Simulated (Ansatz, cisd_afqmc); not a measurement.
Species: SO2, charge 0, singlet. SO2 (SMILES O=S=O).
B3LYP-D3(BJ)/def2-TZVP minimum from Ansatz (a quantum-chemistry and plane-wave program):
```
S
O 1 1.4386
O 1 1.4386 2 118.87
```
Charge 0, spin multiplicity 1.

Total energies in cc-pV(T+d)Z, 18 correlated electrons, 7 frozen orbitals. Radicals and triplets start from unrestricted determinants; spin-orbit coupling is neglected. Cores are frozen in correlated methods. No relativity. The Monte Carlo rows (phaseless AFQMC, CISD trial, step 0.005/hartree) carry one-sigma bars that omit the constraint's bias. Outlying blocks are dropped, and bars are widened where a walk drifts. Over all cases where full CI ran beside it in this data, AFQMC minus full CI had a median of +0.1 mEh and passed +0.4 mEh in a tenth of the cases. The restricted determinant of O2S (O=S=O, singlet) is unstable towards broken spin symmetry in at least one set run.

| method | program | energy (Eh) | minus CCSDT(Q) (mEh) |
|---|---|---|---|
| HF | Ansatz | -547.30154 | 688.08 |
| MP2 | Ansatz | -547.96009 | 29.53 |
| CCSD | Ansatz | -547.95286 | 36.76 |
| CCSD(T) | Ansatz | -547.98671 | 2.91 |
| CCSDT(Q) | Ansatz | -547.98962 | 0.00 |
| AFQMC/CISD | cisd_afqmc | -547.9882 ± 0.0005 | 1.4 ± 0.5 |

Rough core times of Ansatz's runs on a shared machine: CCSD(T) under 20 s, CCSDT(Q) 7 min.
